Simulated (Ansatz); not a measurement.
# BH3Cl− (SMILES [BH3-]Cl): levels of theory compared

Aim: a comparison of 6 runs (PBE0/STO-3G, UB3LYP/STO-3G, UPBE0/STO-3G, wB97X/STO-3G, RPA@PBE/STO-3G, CCSDT/STO-3G) of BH3Cl−. 

Program for the calculation: Ansatz 0.2.0.

3 further runs of the same task are left out: 3 that didn't finish.

## 1. The structure to begin with

BH3Cl−: 5 atoms, total charge -1, spin state singlet. As SMILES, `[BH3-]Cl`. The H5–B1 distance was set to 1.812 Å, away from the relaxed value. At this shape a bond of the SMILES string is far longer than usual.

Bond lengths: B1–Cl2 1.873 Å, B1–H3 1.208 Å, B1–H4 1.208 Å. Angles: Cl2–B1–H3 106.7°, Cl2–B1–H4 106.7°, H3–B1–H4 112.0°.

## 2. The energy at PBE0/STO-3G (run 1)

input.yaml

```yaml
crystal:
  periodic: [false, false, false]
  atoms:
    - {symbol: B, position_ang: [0.123334, -0.500492, -0.261793]}
    - {symbol: Cl, position_ang: [-0.804916, 0.043828, -1.794693]}
    - {symbol: H, position_ang: [1.264024, -0.707242, -0.600793]}
    - {symbol: H, position_ang: [-0.419156, -1.503972, 0.135007]}
    - {symbol: H, position_ang: [0.000500, 0.857390, 0.931390]}
basis:
  gaussian: {orbitals: STO-3G}
total_charge: -1
hamiltonian: {xc: pbe0}
accuracy: high
```

On the command line:

```
$ ansatz run input.yaml --threads 1 --pin off --max-ram 2610MiB --events-out events.jsonl --progress --plain --runs-dir runs
```

The program printed:

```text
Warning: RAYON_NUM_THREADS=1 ignored (pool sized by the plan → 1); use --threads N
Functional definition: PBE0
  name "PBE0"
  parameter a = 0.25
  parameter kappa = 0.804
  parameter beta = 0.06672455060314922
  exchange = (1 - a)*pbe_x(kappa = kappa, mu = beta*pi^2/3) + a*exact_x
  correlation = pbe_c(beta = beta)
281 factors; integrals over basis functions are off by at most 1.0e-8 eV
mean field evaluation 1: about -13093.9352 eV, gradient 1.8e1 eV
mean field evaluation 2: about -13093.3163 eV, gradient 2.3e1 eV
mean field evaluation 4: about -13095.4860 eV, gradient 8.1e-2 eV
mean field evaluation 8: about -13095.4385 eV, gradient 4.9e-4 eV
mean field -13095.43854876 eV, -481.2484902598 hartree, gradient 2.8e-8 eV, S^2 0.000000; 0 other end points of the search recorded, 0 dependent functions left out
reference -13095.43855000 eV, -481.2484903056 hartree; 13, 13 occupied and 4, 4 virtual orbitals, 281 factors
Total energy: -13095.43855000 eV, -481.2484903056 hartree
```

It took 0.87 s on 1 thread of Arm Neoverse V1, shared host; peak memory 0.09 GiB.

## 3. A single-point energy at UB3LYP/STO-3G (run 2)

input.yaml: that of step 2 with these lines changed.

```diff
@@ -1 +1,3 @@
+basis:
+  gaussian: {orbitals: STO-3G}
 crystal:
@@ -8,6 +10,5 @@
     - {symbol: H, position_ang: [0.000500, 0.857390, 0.931390]}
-basis:
-  gaussian: {orbitals: STO-3G}
 total_charge: -1
-hamiltonian: {xc: pbe0}
+magnetization: {spin_polarized: true}
+hamiltonian: {xc: {name: B3LYP}}
 accuracy: high
```

On the command line:

```
$ ansatz run input.yaml --threads 1 --pin off --max-ram 2610MiB --events-out events.jsonl --progress --plain --runs-dir runs
```

The program printed:

```text
Warning: RAYON_NUM_THREADS=1 ignored (pool sized by the plan → 1); use --threads N
Functional definition: B3LYP
  name "B3LYP"
  parameter a0 = 0.2
  parameter ax = 0.72
  parameter ac = 0.81
  exchange = (1 - a0 - ax)*slater_x + ax*b88_x + a0*exact_x
  correlation = (1 - ac)*vwn_rpa_c + ac*lyp_c
281 factors; integrals over basis functions are off by at most 1.0e-8 eV
mean field evaluation 1: about -13098.7772 eV, gradient 1.3e1 eV
mean field evaluation 2: about -13097.6260 eV, gradient 1.8e1 eV
mean field evaluation 4: about -13100.4295 eV, gradient 6.7e-2 eV
mean field evaluation 8: about -13100.3755 eV, gradient 5.2e-4 eV
mean field -13100.37549546 eV, -481.4299197048 hartree, gradient 2.2e-9 eV, S^2 0.000000; 0 other end points of the search recorded, 0 dependent functions left out
reference -13100.37552096 eV, -481.4299206420 hartree; 13, 13 occupied and 4, 4 virtual orbitals, 281 factors
Total energy: -13100.37552096 eV, -481.4299206420 hartree
```

It took 1.5 s on 1 thread of Arm Neoverse V1, shared host; peak memory 0.12 GiB.

## 4. The energy at UPBE0/STO-3G (run 3)

job.yaml

```yaml
crystal:
  periodic: [false, false, false]
  atoms:
    - {symbol: B, position_ang: [0.123334, -0.500492, -0.261793]}
    - {symbol: Cl, position_ang: [-0.804916, 0.043828, -1.794693]}
    - {symbol: H, position_ang: [1.264024, -0.707242, -0.600793]}
    - {symbol: H, position_ang: [-0.419156, -1.503972, 0.135007]}
    - {symbol: H, position_ang: [0.000500, 0.857390, 0.931390]}
basis:
  gaussian:
    orbitals: STO-3G
total_charge: -1
magnetization:
  spin_polarized: true
hamiltonian:
  xc: {name: PBE0}
accuracy: high
```

On the command line:

```
$ ansatz run job.yaml --threads 1 --pin off --max-ram 2610MiB --events-out events.jsonl --progress --plain --runs-dir runs
```

The program printed, shortened:

```text
Warning: RAYON_NUM_THREADS=1 ignored (pool sized by the plan → 1); use --threads N
[... 7 set-up lines as earlier in the session ...]
281 factors; integrals over basis functions are off by at most 1.0e-8 eV
mean field evaluation 1: about -13093.9352 eV, gradient 1.2e1 eV
mean field evaluation 2: about -13093.3163 eV, gradient 1.6e1 eV
mean field evaluation 4: about -13095.4852 eV, gradient 2.6e-1 eV
mean field evaluation 8: about -13095.4385 eV, gradient 1.8e-3 eV
mean field -13095.43854876 eV, -481.2484902598 hartree, gradient 1.4e-8 eV, S^2 0.000000; 0 other end points of the search recorded, 0 dependent functions left out
reference -13095.43855000 eV, -481.2484903056 hartree; 13, 13 occupied and 4, 4 virtual orbitals, 281 factors
Total energy: -13095.43855000 eV, -481.2484903056 hartree
```

Wall time 1.4 s (1 thread of Arm Neoverse V1, shared host); peak memory 0.12 GiB.

Runs 4 to 5 aren't shown in full; the table further down has their settings and results.

## 5. A single-point energy at CCSDT/STO-3G (run 6)

in.yaml

```yaml
crystal:
  periodic: [false, false, false]
  atoms:
    - symbol: B
      position_ang: [0.123334, -0.500492, -0.261793]
    - symbol: Cl
      position_ang: [-0.804916, 0.043828, -1.794693]
    - symbol: H
      position_ang: [1.264024, -0.707242, -0.600793]
    - symbol: H
      position_ang: [-0.419156, -1.503972, 0.135007]
    - symbol: H
      position_ang: [0.000500, 0.857390, 0.931390]
basis:
  gaussian:
    orbitals: STO-3G
total_charge: -1
correlation:
  method: ccsdt
  frozen_orbitals: {B: 1, Cl: 5, H: 0}
accuracy: high
scf:
  omitted_lower_state_checks: [cluster_reference, increment]
```

On the command line:

```
$ ansatz run in.yaml --threads 1 --pin off --max-ram 2610MiB --events-out events.jsonl --progress --plain --runs-dir runs
```

The program printed, shortened:

```text
Warning: RAYON_NUM_THREADS=1 ignored (pool sized by the plan → 1); use --threads N
Functional definition: HF
  name "HF"
[...]
281 factors; integrals over basis functions are off by at most 1.0e-8 eV
[...]
mean field -13076.20965820 eV, -480.5418415658 hartree, gradient 1.5e-8 eV, S^2 0.000000; 0 other end points of the search recorded, 0 dependent functions left out
6 core orbitals not correlated: weight in the atoms' cores, before any rotation towards them, 1.000 or more for the frozen orbitals, at most 0.000 for the correlated occupied ones
reference -13076.20965820 eV, -480.5418415658 hartree; 7, 7 occupied and 4, 4 virtual orbitals, 281 factors
second order -1.64304826 eV of doubles, -0.00000000 eV of singles
cycle   1  -2.08739357 eV  change   -4.4e-1 eV  update   7.0e-2
[...]
cycle  19  -2.42617304 eV  change  -4.4e-10 eV  update  8.6e-10
Total energy: -13078.63583124 eV, -480.6310017805 hartree
Checks for a lower state left out: cluster_reference, increment
```

It took 0.18 s on 1 thread of Arm Neoverse V1, shared host.

## 6. The series

```
run           level  frozen core orbitals  energy (Eh)  wall time
  1     PBE0/STO-3G                     –  -481.248490     0.87 s
  2   UB3LYP/STO-3G                     –  -481.429921      1.5 s
  3    UPBE0/STO-3G                     –  -481.248490      1.4 s
  4    wB97X/STO-3G                     –  -481.426226      3.9 s
  5  RPA@PBE/STO-3G                     6  -480.672732      1.3 s
  6    CCSDT/STO-3G                     6  -480.631002     0.18 s
```

## 7. Summary of results

```
                                          quantity          value
                               run 6: total energy  -480.63100 Eh
run 6: correlation energy (6 core orbitals frozen)      -89.2 mEh
                              run 6: T1 diagnostic          0.011
```

What this shows: Totals of different functionals can't be ranked against each other. In runs 1, 2, 3, 4, 5, 6 the basis is minimal, so the values are rough. All runs together took 9.1 s, the longest 3.9 s.
